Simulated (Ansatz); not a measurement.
# C₂H₅Si+ (SMILES C=C[SiH2+]): one structure at several levels

Aim: energy, forces and dipole at a structure displaced at random from a GFN2-xTB minimum, from CCSD(T) and from density functionals.

Program: Ansatz 0.2.0, Gaussian basis. Level of theory: single points in def2-TZVPP. These are calculated values, not measurements.

Cores are frozen in the correlated methods.

## Step 1: The system as given

SMILES `C=C[SiH2+]`, 8 atoms, charge 1, spin multiplicity 1.

Atoms are counted from 1 here; the program's logs count them from 0.

Bond lengths: C1–C2 1.327 Å, C1–H4 1.204 Å, C1–H5 1.041 Å, C2–Si3 1.853 Å, C2–H6 0.959 Å, Si3–H7 1.564 Å, Si3–H8 1.423 Å. Angles: C2–C1–H4 128.3°, C2–C1–H5 133.8°, H4–C1–H5 94.6°, C1–C2–Si3 122.2°, C1–C2–H6 121.0°, Si3–C2–H6 116.8°, C2–Si3–H7 128.0°, C2–Si3–H8 112.5°, H7–Si3–H8 119.4°.

Coordinates:

```xyz
8
charge 1, multiplicity 1
C    -0.36640    1.29480   -0.24570
C    -0.58320   -0.01230   -0.18130
Si    0.71220   -1.19970    0.40720
H    -0.97510    2.12190   -0.87380
H     0.47640    1.89220   -0.11730
H    -1.43500   -0.38470   -0.41830
H     2.17460   -0.88270    0.86240
H     0.25910   -2.54900    0.39820
```

## Step 2: CCSD(T)/def2-TZVPP

File run/in.yaml:

```yaml
crystal:
  periodic: [false, false, false]
  atoms:
    - {symbol: C, position_ang: [-0.366400, 1.294800, -0.245700]}
    - {symbol: C, position_ang: [-0.583200, -0.012300, -0.181300]}
    - {symbol: Si, position_ang: [0.712200, -1.199700, 0.407200]}
    - {symbol: H, position_ang: [-0.975100, 2.121900, -0.873800]}
    - {symbol: H, position_ang: [0.476400, 1.892200, -0.117300]}
    - {symbol: H, position_ang: [-1.435000, -0.384700, -0.418300]}
    - {symbol: H, position_ang: [2.174600, -0.882700, 0.862400]}
    - {symbol: H, position_ang: [0.259100, -2.549000, 0.398200]}
basis:
  gaussian: {orbitals: def2-TZVPP}
total_charge: 1
correlation: {method: ccsd_t}
output: {forces: true}
```

No record of the launch command was kept for these runs.

## Step 3: PBE0-D4/def2-TZVPP

run/in.yaml: that of step 2 with these lines changed.

```diff
@@ -14,3 +14,3 @@
 total_charge: 1
-correlation: {method: ccsd_t}
-output: {forces: true}
+hamiltonian: {xc: pbe0, dispersion: d4}
+output: {forces: true, orbitals: {seedname: orbitals}}
```

## Step 4: wB97M-V/def2-TZVPP

run/in.yaml: that of step 3 with these lines changed.

```diff
@@ -14,3 +14,3 @@
 total_charge: 1
-hamiltonian: {xc: pbe0, dispersion: d4}
-output: {forces: true, orbitals: {seedname: orbitals}}
+hamiltonian: {xc: {name: wB97M-V}}
+output: {forces: true}
```

## Step 5: r2SCAN-D4/def2-TZVPP

run/in.yaml: that of step 4 with these lines changed.

```diff
@@ -14,3 +14,3 @@
 total_charge: 1
-hamiltonian: {xc: {name: wB97M-V}}
+hamiltonian: {xc: r2scan, dispersion: d4}
 output: {forces: true}
```

## Step 6: PBE-D4/def2-TZVPP

run/in.yaml: that of step 5 with these lines changed.

```diff
@@ -14,3 +14,3 @@
 total_charge: 1
-hamiltonian: {xc: r2scan, dispersion: d4}
+hamiltonian: {xc: pbe, dispersion: d4}
 output: {forces: true}
```

## Step 7: revPBE-D4/def2-TZVPP

run/in.yaml: that of step 6 with these lines changed.

```diff
@@ -14,3 +14,3 @@
 total_charge: 1
-hamiltonian: {xc: pbe, dispersion: d4}
+hamiltonian: {xc: {name: revPBE}, dispersion: d4}
 output: {forces: true}
```

## Step 8: HSE06-D4/def2-TZVPP

run/in.yaml: that of step 7 with these lines changed.

```diff
@@ -14,3 +14,3 @@
 total_charge: 1
-hamiltonian: {xc: {name: revPBE}, dispersion: d4}
+hamiltonian: {xc: hse06, dispersion: d4}
 output: {forces: true}
```

(Steps that only read results are left out.)

Before running it: what results should come out? Wanted: energy less free atoms, CCSD(T)/def2-TZVPP; RMS force component; RMS force error; HOMO and LUMO, PBE0-D4; T1 diagnostic.

The runs gave:

| quantity | value |
| --- | --- |
| energy less free atoms, CCSD(T)/def2-TZVPP | -470.3 kcal/mol |
| RMS force component | 2.364 to 2.393 eV/Å over the methods |
| RMS force error | PBE0-D4 0.207, wB97M-V 0.196, r2SCAN-D4 0.152, PBE-D4 0.193, revPBE-D4 0.164, HSE06-D4 0.203 eV/Å |
| HOMO and LUMO, PBE0-D4 | -14.22 and -9.04 eV |
| T1 diagnostic | 0.013 |

**Reading.** Against CCSD(T) the functionals' energies less atoms differ by -26.8 to -13.5 kcal/mol, PBE-D4 by -26.8 kcal/mol. A larger basis would deepen the CCSD(T) value, while the functionals are nearly converged already, so the order here is not reliable. On forces the order runs from r2SCAN-D4 to PBE0-D4. Frozen-core CCSD(T) forces in triple zeta carry basis errors of their own, and this is one geometry, so small gaps rank nothing.
